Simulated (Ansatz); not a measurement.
Total energies of `F[SiH][SiH3]` radical.

```xyz
7

F    -0.8752    2.1221    0.7449
Si   -0.8479    0.5284    0.9745
Si    0.7346   -0.4923   -0.4157
H    -2.2431    0.0386    0.7674
H     0.6551   -1.9525   -0.1441
H     0.4857   -0.2454   -1.8628
H     2.0908    0.0011   -0.0642
```

The species carries charge 0 and has multiplicity 2. The geometry is a stationary point of PBE0-D4/def2-TZVP. Basis def2-TZVPP, the Gaussian-basis code of Ansatz.

RPA on PBE orbitals: Hartree–Fock energy of these orbitals -679.66537 Eh, correlation -0.84533 Eh (frozen core).

| functional | energy without D4 (Eh) | D4 term (kJ/mol) |
| --- | --- | --- |
| LDA (SPW92) | -678.30157 | – |
| PBE | -680.89469 | -12.4 |
| revPBE | -681.14176 | -34.6 |
| r2SCAN | -681.20222 | -2.8 |
| r2SCANh | -681.19362 | -3.1 |
| HSE06 (plane-wave form) | -680.93618 | -9.8 |
| BHLYP | -681.26188 | -16.9 |
| LC-ωPBE | -681.06055 | – |
| ωB97X-V | -681.16711 | – |
| PBE-QIDH | -680.76937 | – |

(1) Give the same for BLYP, B97M-V, PBE0, B3LYP, r2SCAN0, CAM-B3LYP, ωB97M-V, B2PLYP. (An estimate is asked.)

B3LYP takes the VWN-RPA correlation (the form of Gaussian; ORCA's B3LYP/G). HSE06 is the plane-wave form, built on full-range PBE exchange. The double hybrids freeze the cores in their second-order part.

Answers

(1) Computed: 
```
functional  energy without D4 (Eh)  D4 term (kJ/mol)
      BLYP              -681.27944             -27.1
    B97M-V              -681.11057                 –
      PBE0              -680.95384             -10.5
     B3LYP              -681.34404             -20.3
   r2SCAN0              -681.18160              -3.4
 CAM-B3LYP              -681.28499             -10.7
   ωB97M-V              -681.21347                 –
    B2PLYP              -680.99803                 –
```

LC-ωPBE has ω = 0.4 bohr⁻¹.
